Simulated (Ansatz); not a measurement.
# C5H11N: the cost of one run

The runs use Ansatz 0.2.0, Gaussian basis; the settings change from run to run.

## Step 1: The relaxed structure

The geometry comes from an earlier relaxation with PBE0-D4 in a triple-zeta def2 set; it is a stationary point, not always the lowest conformer.

17 atoms, charge 0, spin multiplicity 1.

Atoms are counted from 1 here; the program's logs count them from 0.

Bond lengths: N1–C2 1.449 Å, N1–H7 1.013 Å, N1–H8 1.014 Å, C2–C3 1.530 Å, C2–C6 1.526 Å, C2–H9 1.098 Å, C3–C4 1.525 Å, C3–H10 1.097 Å, C3–H11 1.093 Å, C4–C5 1.547 Å, C4–H12 1.094 Å, C4–H13 1.092 Å, C5–C6 1.536 Å, C5–H14 1.092 Å, C5–H15 1.092 Å, C6–H16 1.096 Å, C6–H17 1.091 Å. Angles: C2–N1–H7 110.8°, C2–N1–H8 110.0°, H7–N1–H8 106.9°, N1–C2–C3 118.3°, N1–C2–C6 112.2°, N1–C2–H9 107.1°, C3–C2–C6 102.3°, C3–C2–H9 108.0°, C6–C2–H9 108.5°, C2–C3–C4 103.5°, C2–C3–H10 108.5°, C2–C3–H11 113.2°, C4–C3–H10 110.7°, C4–C3–H11 113.5°, H10–C3–H11 107.5°, C3–C4–C5 105.0°, C3–C4–H12 109.6°, C3–C4–H13 112.9° and more.

Geometry (Å):

```
N     0.07701   -1.99978    1.07551
C     0.28353   -0.62813    0.65796
C     0.79765   -0.37157   -0.76026
C     0.56104    1.12138   -0.95970
C    -0.72817    1.43204   -0.16357
C    -1.00742    0.18502    0.68888
H     0.94474   -2.52071    1.04052
H    -0.56999   -2.46069    0.44476
H     0.99530   -0.17899    1.36352
H     0.18996   -0.95710   -1.46188
H     1.84009   -0.66977   -0.90005
H     1.40193    1.68509   -0.54575
H     0.48350    1.40249   -2.01158
H    -1.56575    1.64799   -0.82970
H    -0.59346    2.31823    0.45998
H    -1.80157   -0.41944    0.23509
H    -1.32740    0.41343    1.70648
```

## Step 2: LC-wPBE/def2-TZVP

The input, in.yaml:

```yaml
crystal:
  periodic: [false, false, false]
  atoms:
    - {symbol: N, position_ang: [0.077010, -1.999779, 1.075508]}
    - {symbol: C, position_ang: [0.283528, -0.628129, 0.657957]}
    - {symbol: C, position_ang: [0.797651, -0.371571, -0.760260]}
    - {symbol: C, position_ang: [0.561044, 1.121375, -0.959697]}
    - {symbol: C, position_ang: [-0.728174, 1.432043, -0.163573]}
    - {symbol: C, position_ang: [-1.007418, 0.185018, 0.688881]}
    - {symbol: H, position_ang: [0.944736, -2.520706, 1.040515]}
    - {symbol: H, position_ang: [-0.569986, -2.460688, 0.444763]}
    - {symbol: H, position_ang: [0.995300, -0.178995, 1.363524]}
    - {symbol: H, position_ang: [0.189958, -0.957099, -1.461878]}
    - {symbol: H, position_ang: [1.840089, -0.669765, -0.900053]}
    - {symbol: H, position_ang: [1.401932, 1.685087, -0.545754]}
    - {symbol: H, position_ang: [0.483496, 1.402492, -2.011581]}
    - {symbol: H, position_ang: [-1.565749, 1.647993, -0.829697]}
    - {symbol: H, position_ang: [-0.593456, 2.318234, 0.459976]}
    - {symbol: H, position_ang: [-1.801565, -0.419441, 0.235091]}
    - {symbol: H, position_ang: [-1.327396, 0.413431, 1.706478]}
basis:
  gaussian: {orbitals: def2-TZVP}
hamiltonian: {xc: {name: LC-wPBE}}
output: {forces: true}
```

Launch:

```bash
$ ansatz run in.yaml --threads 2 --pin off --events-out ev --progress --plain --max-ram 32768MiB --backend cpu
```

What time and memory should one allow on 2 threads of AMD EPYC 7R13, shared host?

About 6 s, with a peak of 0.54 GiB.
